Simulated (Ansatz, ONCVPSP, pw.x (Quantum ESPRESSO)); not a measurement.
**pw.x on bcc Ce: one setting changed**

Potential: optimised norm-conserving Vanderbilt (ONCV), ONCVPSP 4.0.1.1 (patched build), LDA (Perdew-Wang 92); core [Kr] 4d10, reference 4f1 5s2 5p6 5d1 6s2; waves: 5s+6s: rc 2.75 bohr, ncon 4, nbas 7, qcut 5.3 1/bohr, 2 projectors; 5p: rc 2.70 bohr, ncon 3, nbas 6, qcut 4.4 1/bohr, 2 projectors, debl 3.8 Ha; 5d: rc 2.75 bohr, ncon 4, nbas 7, qcut 3.2 1/bohr, 2 projectors, debl 0.7 Ha; 4f: rc 2.22 bohr, ncon 3, nbas 8, qcut 11.6 1/bohr, 2 projectors, debl 2.2 Ha; local part: polynomial inside 1.60 bohr (lpopt 5, dvloc0 2 Ha); core correction: Teter function, fcfact 3.25, rcfact 1.2.

The reference run (k-mesh 13³, cutoffs 110/440 Ry, Fermi–Dirac 0.01 Ry, mixing_beta 0.4, conv_thr 1e-9, no spin) gives -0.46 GPa at 24.022 Å³/atom, where all-electron LAPW gives -0.36 GPa. This run, with its own iteration cap, changes startingwfc to random.

```
&control
  calculation='scf', prefix='x', pseudo_dir='./', outdir='./tmp', tstress=.true., disk_io='none'
/
&system
  ibrav=0, nat=1, ntyp=1, ecutwfc=110, ecutrho=440, nbnd=14,
  occupations='smearing', smearing='fd', degauss=0.01
/
&electrons
  conv_thr=1e-09, mixing_beta=0.4, electron_maxstep=50, startingwfc='random'
/
ATOMIC_SPECIES
Ce 1.0 Ce.UPF
CELL_PARAMETERS angstrom
  -1.81767565 1.81767565 1.81767565
  1.81767565 -1.81767565 1.81767565
  1.81767565 1.81767565 -1.81767565
ATOMIC_POSITIONS crystal
Ce 0.0000 0.0000 0.0000
K_POINTS automatic
13 13 13 0 0 0
```

```bash
pw.x < Ce.scf.in > Ce.scf.out
```

Question: How does the run end?

Answer: It converges in 14 iterations; the free energy moves by +0.0 meV/atom and the pressure by +0.00 GPa. The result is that of the reference run.

```
Message from routine setup:
     using ibrav=0 with symmetry is DISCOURAGED, use correct ibrav instead
     lattice parameter (alat)  =       5.9494  a.u.
     unit-cell volume          =     162.1085 (a.u.)^3
     number of electrons       =        12.00
     number of Kohn-Sham states=           14
     kinetic-energy cutoff     =     110.0000  Ry
     charge density cutoff     =     440.0000  Ry
     scf convergence threshold =      1.0E-09
     Exchange-correlation= SLA  PW   NOGX NOGC
     number of k points=    84  Fermi-Dirac smearing, width (Ry)=  0.0100
     iteration #  1     ecut=   110.00 Ry     beta= 0.40
     total energy              =     -82.02854774 Ry
     estimated scf accuracy    <       0.24854658 Ry
     iteration #  2     ecut=   110.00 Ry     beta= 0.40
     total energy              =     -82.05693070 Ry
     estimated scf accuracy    <       0.31400918 Ry
     iteration #  3     ecut=   110.00 Ry     beta= 0.40
     total energy              =     -82.10445520 Ry
     estimated scf accuracy    <       0.01978286 Ry
     iteration #  4     ecut=   110.00 Ry     beta= 0.40
     total energy              =     -82.12341474 Ry
     estimated scf accuracy    <       0.05065521 Ry
     iteration #  5     ecut=   110.00 Ry     beta= 0.40
     total energy              =     -82.12351114 Ry
     estimated scf accuracy    <       0.00757003 Ry
     iteration #  6     ecut=   110.00 Ry     beta= 0.40
     total energy              =     -82.12491468 Ry
     estimated scf accuracy    <       0.00005374 Ry
     [... 2 iterations left out ...]
     iteration #  9     ecut=   110.00 Ry     beta= 0.40
     total energy              =     -82.12504453 Ry
     estimated scf accuracy    <       0.00001079 Ry
     iteration # 10     ecut=   110.00 Ry     beta= 0.40
     total energy              =     -82.12504609 Ry
     estimated scf accuracy    <       0.00000007 Ry
     iteration # 11     ecut=   110.00 Ry     beta= 0.40
     total energy              =     -82.12504611 Ry
     estimated scf accuracy    <       0.00000002 Ry
     iteration # 12     ecut=   110.00 Ry     beta= 0.40
     total energy              =     -82.12504611 Ry
     estimated scf accuracy    <       0.00000001 Ry
     iteration # 13     ecut=   110.00 Ry     beta= 0.40
     total energy              =     -82.12504611 Ry
     estimated scf accuracy    <          1.3E-09 Ry
     iteration # 14     ecut=   110.00 Ry     beta= 0.40
     the Fermi energy is    17.1417 ev
!    total energy              =     -82.12504611 Ry
     estimated scf accuracy    <          1.9E-11 Ry
     smearing contrib. (-TS)   =      -0.01666982 Ry
     The total energy is F=E-TS. E is the sum of the following terms:
     one-electron contribution =       1.02590966 Ry
     hartree contribution      =       7.92281644 Ry
     xc contribution           =     -14.77420930 Ry
     ewald contribution        =     -76.28289309 Ry
     convergence has been achieved in  14 iterations
          total   stress  (Ry/bohr**3)                   (kbar)     P=       -4.65
     Message from routine punch:
     Nothing written, as per user request (disk_io='none')
```

The run took about 34 s on one core of a shared host (AMD EPYC 9R45 96-Core Processor, 96 threads, 376 GiB, load 50).
